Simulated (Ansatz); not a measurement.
`CC(=N)F` → `[CH2]` (triplet) + `N=CF` at 500 K and 1 bar (formal loss of a carbene).

Gas-phase electronic energies from Ansatz, PBE0-D4/def2-TZVP geometries. CCSD(T)/CBS adds triple-zeta CCSD(T) − MP2 to the extrapolated MP2 energy (def2 sets, frozen cores). This one scheme is used for every species. Triplets are unrestricted, without spin–orbit coupling. Each species was taken in one conformer, which may not be the lowest.

```csv
species,CCSD(T)/CBS energy (Eh),H − E (kJ/mol),S (J/(mol·K))
`CC(=N)F`,-232.99347,192.1,322.9
`[CH2]` (triplet),-39.09499,62.7,213.9
`N=CF`,-193.72220,108.9,274.9
```

H − E and S are ideal-gas, rigid-rotor, harmonic terms from PBE0-D4/def2-TZVP, for one conformer and one mirror image of each species, with the whole ground term of open shells counted as degenerate. 1 Eh = 2625.50 kJ/mol, R = 8.31446 J/(mol·K).

**Question.** By hand: ΔE, ΔH, ΔS and ΔG.

**Answer.** ΔE = (-39.09499) + (-193.72220) − (-232.99347) = 0.17628 Eh = 462.8 kJ/mol. Δ(H − E) = 62.7 + 108.9 − 192.1 = -20.5, so ΔH = 442.3 kJ/mol. ΔS = 213.9 + 274.9 − 322.9 = 165.9 J/(mol·K). ΔG = 442.3 − 500 × (165.9)/1000 = 359.4 kJ/mol.

**Question.** By hand: the equilibrium constant, and the temperature at which ΔG would vanish if ΔH and ΔS stayed fixed.

**Answer.** log₁₀ K = −ΔG/(RT ln 10) = -37.5. ΔG = 0 at ΔH/ΔS = 2666 K, far beyond where these terms or the molecules hold.

The number of gas molecules changes by +1, which sets the sign of ΔS. A doubt of 5 kJ/mol in ΔE shifts log₁₀ K by 0.5 here. Other conformers and mirror images would add mixing entropy, several J/(mol·K) or more a flexible species. A triplet takes part, so the spin changes. These are equilibria of isolated gas molecules and say nothing of rates. Largest T1 diagnostic: 0.013 (customary marks: 0.02 for closed shells, 0.045 for open ones).
